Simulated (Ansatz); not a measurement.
Reaction (SMILES): [Si-]#[O+] (O-Si) → OSi+ (doublet, bonded as [O+]#[Si-]) + e-
B3LYP-D3(BJ)/def2-TZVP geometries, fixed; electronic energies without zero-point terms.

Basis-set convergence of the adiabatic ionisation energy at PBE0 with Ansatz (a quantum-chemistry and plane-wave program). Cartesian d functions, on some or all atoms, in 6-31G**, 6-31+G*; all else is spherical. The program fits the integrals of some runs and decomposes those of others, by size. Open shells are unrestricted. No added dispersion term, no relativity. Functions are those of the species that has most. Reference: the value in aug-cc-pV(5+d)Z, 11.409 eV, itself unsure by roughly 0.001 eV (its mean distance from pcseg-4, aug-pcseg-3, aug-cc-pV(Q+d)Z). Deviations are taken from unrounded values.

| basis | functions | adiabatic ionisation energy (eV) | minus reference (eV) |
|---|---|---|---|
| STO-3G | 14 | 8.168 | -3.241 |
| 6-31G | 22 | 11.369 | -0.040 |
| 6-31G** | 34 | 11.358 | -0.051 |
| cc-pV(D+d)Z | 37 | 11.354 | -0.054 |
| 6-31+G* | 42 | 11.478 | 0.069 |
| def2-SVPD | 47 | 11.495 | 0.086 |
| aug-pcseg-1 | 50 | 11.536 | 0.127 |
| 6-311++G(2d,2p) | 62 | 11.480 | 0.071 |
| pcseg-2 | 64 | 11.407 | -0.002 |
| aug-cc-pV(T+d)Z | 101 | 11.418 | 0.009 |
| cc-pV(Q+d)Z | 119 | 11.400 | -0.009 |
| aug-cc-pV(Q+d)Z | 169 | 11.410 | 0.002 |
| pcseg-4 | 206 | 11.407 | -0.002 |
